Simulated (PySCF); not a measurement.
Cartesian coordinates in Å; atom numbers follow the order of the lines, from 1:
```xyz
8

B    -1.074   -0.158    0.007
P     0.831    0.101   -0.031
H    -1.459    0.641    0.845
H    -1.205   -1.329    0.321
H    -1.416    0.101   -1.136
H     1.319    1.383   -0.384
H     1.595   -0.697   -0.919
H     1.564   -0.109    1.164
```

- PBE0/pcSseg-1 with gauge-including orbitals
- PBE0-D3(BJ)/def2-SVP structure
- program: PySCF
- no relativistic terms, single conformer, fast rotation and ring inversion assumed for equivalent nuclei, isolated molecule

References, each an isolated molecule treated in the same way: ¹H (σ = 31.27 ppm) vs TMS; ¹¹B (σ = 100.73 ppm) against BF3·OEt2; ³¹P (σ = 310.13 ppm) vs H3PO4.

| atoms | nucleus | count | Hirshfeld charge | δ (ppm) |
| --- | --- | --- | --- | --- |
| H3/H4/H5 | ¹H | 3 | -0.08 | 1.10 |
| H6/H7/H8 | ¹H | 3 | 0.02 | ? |
| P2 | ³¹P | 1 | 0.32 | ? |
| B1 | ¹¹B | 1 | -0.15 | -51.6 |

Estimate the values marked ?.

## Answers


- H6/H7/H8: 4.14 ppm, hydrogen on a phosphorus bonded to B
- P2: -148.5 ppm, phosphorus bonded to B, 3 H

Hydrogens on boron are broadened and split by ¹¹B (spin 3/2, 80 %) and 10B (spin 3). Experimental scales use liquid or dissolved standards, which lie at an offset from isolated H3PO4.
